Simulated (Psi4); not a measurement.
Which level was it?

CF2: 3 atoms, total charge 0, spin state singlet. SMILES: `F[C]F`. The coordinates come from a PBE0-D4/def2-TZVP relaxation.

```xyz
3

F     0.3163    0.9714    0.2816
C     0.3823   -0.3185    0.1752
F    -0.6986   -0.6529   -0.4567
```

A calculation with Psi4 1.11 gave:

```
total energy  : -237.7327 Eh
dipole moment : 0.82 D
HOMO energy   : -7.05 eV
LUMO energy   : -3.35 eV
HOMO–LUMO gap : 3.70 eV
```

Which of these levels gave the numbers?
A. revPBE/def2-TZVPP
B. r2SCAN/def2-TZVPP
C. PBE/def2-TZVPP
D. SVWN5/def2-TZVPP

A. The others give -237.7011 Eh (r2SCAN/def2-TZVPP), -236.1995 Eh (SVWN5/def2-TZVPP), -237.5749 Eh (PBE/def2-TZVPP).
